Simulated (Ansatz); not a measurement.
# C2H3F3O: one species, many methods

An exercise on one series of results from a longer session: the logs are not shown, and one member is left open.

The runs use Ansatz 0.2.0, Gaussian basis; functionals in def2-TZVPP, the program's frozen cores in correlated methods.

The runs, in order: LDA (SPW92), PBE-D4, revPBE-D4, BLYP-D4, r2SCAN-D4, B97M-V, PBE0-D4, B3LYP-D4, r2SCANh-D4, r2SCAN0-D4, HSE06-D4, BHLYP-D4, CAM-B3LYP-D4, LC-ωPBE, ωB97X-V, ωB97M-V, B2PLYP, PBE-QIDH; CCSD(T)/def2-SVP; CCSD(T)/def2-TZVPP; MP2/def2-QZVPP; extrapolation to the limit; RPA on PBE.

### The relaxed structure

An earlier PBE0-D4 in a triple-zeta def2 set relaxation fixed the geometry.

SMILES `FCOC(F)F`, 9 atoms, charge 0, spin multiplicity 1.

Atoms are counted from 1 here; the program's logs count them from 0.

Bond lengths: F1–C2 1.372 Å, C2–O3 1.385 Å, C2–H7 1.089 Å, C2–H8 1.094 Å, O3–C4 1.368 Å, C4–F5 1.332 Å, C4–F6 1.354 Å, C4–H9 1.094 Å. Angles: F1–C2–O3 110.3°, F1–C2–H7 108.6°, F1–C2–H8 107.6°, O3–C2–H7 106.5°, O3–C2–H8 111.8°, H7–C2–H8 111.9°, C2–O3–C4 115.2°, O3–C4–F5 106.8°, O3–C4–F6 110.3°, O3–C4–H9 113.4°, F5–C4–F6 107.9°, F5–C4–H9 110.1°, F6–C4–H9 108.2°.

The first run:

The input, in.yaml:

```yaml
crystal:
  periodic: [false, false, false]
  atoms:
    - {symbol: F, position_ang: [-0.182871, -1.919336, -0.054184]}
    - {symbol: C, position_ang: [0.727245, -0.928087, 0.211328]}
    - {symbol: O, position_ang: [0.492921, 0.169984, -0.599264]}
    - {symbol: C, position_ang: [-0.612869, 0.908196, -0.275928]}
    - {symbol: F, position_ang: [-0.768998, 1.809662, -1.243573]}
    - {symbol: F, position_ang: [-0.409146, 1.573749, 0.885500]}
    - {symbol: H, position_ang: [1.722162, -1.292061, -0.041710]}
    - {symbol: H, position_ang: [0.641771, -0.676199, 1.272217]}
    - {symbol: H, position_ang: [-1.521514, 0.307789, -0.171585]}
basis:
  gaussian: {orbitals: def2-TZVPP}
hamiltonian: {xc: lda}
output: {orbitals: {seedname: orbitals}}
```

Run with:

```sh
$ ansatz run in.yaml --threads 4 --pin off --events-out ev --progress --plain --max-ram 10444MiB
```

Among the steps run: LDA; PBE-D4 (GGA); revPBE-D4 (GGA); BLYP-D4 (GGA); r2SCAN-D4 (meta-GGA); B97M-V (meta-GGA); PBE0-D4 (hybrid); B3LYP-D4 (hybrid); r2SCANh-D4 (hybrid); r2SCAN0-D4 (hybrid); HSE06-D4 (hybrid); BHLYP-D4 (hybrid); CAM-B3LYP-D4 (range-separated); LC-ωPBE (range-separated); ωB97X-V (range-separated); ωB97M-V (range-separated); B2PLYP (double hybrid); PBE-QIDH (double hybrid).

One of the session's tables, all rows but one given; the rest of the session is left out.

It belongs to the step «Frontier levels by functional». 

```
  functional  HOMO (eV)  LUMO (eV)  gap (eV)
 LDA (SPW92)      -8.30       0.26      8.56
      PBE-D4      -8.12       0.53      8.65
   revPBE-D4      -8.04       0.65      8.69
     BLYP-D4      -8.06       0.51      8.58
   r2SCAN-D4      -8.53       1.19      9.72
      B97M-V      -8.68       0.81      9.49
     PBE0-D4      -9.90       1.47     11.36
    B3LYP-D4      -9.65       1.08     10.74
  r2SCANh-D4      -9.19       1.51     10.70
  r2SCAN0-D4     -10.19       1.94     12.13
    HSE06-D4      -9.48       1.09     10.58
    BHLYP-D4     -11.66       2.13     13.79
CAM-B3LYP-D4          ?          ?         ?
     LC-ωPBE     -12.75       3.66     16.41
     ωB97X-V     -12.42       3.47     15.90
     ωB97M-V     -12.35       3.04     15.39
```

Q: Estimate the row for CAM-B3LYP-D4 from the others.

The run gave: HOMO (eV): -11.44; LUMO (eV): 2.26; gap (eV): 13.71. In the column «HOMO (eV)» it lies between BHLYP-D4 (-11.66) and r2SCAN0-D4 (-10.19).
